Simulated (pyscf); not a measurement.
Hydrogen abstraction: H₂Si=S + H• → [HSi=S]• + H₂

Gas phase, doublet surface, charge 0. Bonds broken: Si2–H3. Bonds formed: H3–H5. Structures and frequencies: ωB97X-D3(BJ)/def2-SVP in PySCF.

Transition state (Å):

```xyz
5

S      1.6191     1.8289     0.6222
Si     0.6380     0.6803    -0.5897
H     -0.4259    -0.3695    -0.1693
H      0.7839     0.6646    -2.0742
H     -1.3410    -1.2767     0.1563
```

One imaginary mode, 889i cm⁻¹; descent along it reached the two sides named.

```csv
bond,change,reactant side (Å),saddle,product side
Si2–H3,breaks,1.488,1.553,3.3
H3–H5,forms,3.4,1.329,0.761
```

Electronic energies relative to the separated reactants (kcal/mol):

```
level                   barrier  reaction energy  reverse barrier
----------------------  -------  ---------------  ---------------
ωB97X-D3(BJ)/def2-TZVP      3.9            -20.0             23.9
PBE/def2-TZVP              -0.8            -24.5             23.7
r²SCAN/def2-TZVP           -1.9            -24.9             23.0
B3LYP-D3(BJ)/def2-TZVP     -0.8            -25.5             24.7
PBE0-D3(BJ)/def2-TZVP       1.0            -21.7             22.7
M06-2X/def2-TZVP            4.4            -23.1             27.5
ωB97M-D3(BJ)/def2-TZVP      3.8            -21.4             25.3
HF/def2-TZVP               10.5            -13.3             23.9
```

With ωB97M-D3(BJ)/def2-TZVP energies and thermal terms (ideal gas, 1 atm, RRHO with modes under 100 cm⁻¹ raised to 100, one conformer, R ln 2 for chiral ones without a mode under 150 cm⁻¹), in kcal/mol:

```json
[
 {"T (K)": "298", "ΔH‡": "2.6", "ΔG‡": "8.3", "ΔH": "-20.7", "ΔG": "-22.3"},
 {"T (K)": "600", "ΔH‡": "2.3", "ΔG‡": "14.2", "ΔH": "-20.7", "ΔG": "-24.0"},
 {"T (K)": "900", "ΔH‡": "2.1", "ΔG‡": "20.3", "ΔH": "-21.2", "ΔG": "-25.6"},
 {"T (K)": "1200", "ΔH‡": "1.9", "ΔG‡": "26.3", "ΔH": "-21.8", "ΔG": "-27.0"}
]
```

At PBE, r²SCAN, B3LYP-D3(BJ) this geometry lies under the reactants; that is no barrier but a single point on another level's saddle; such a level's own saddle, if it has one, lies nearer that side and is low. One saddle was located; it need not be the lowest between these sides. The angle at the transferred H is 178°.
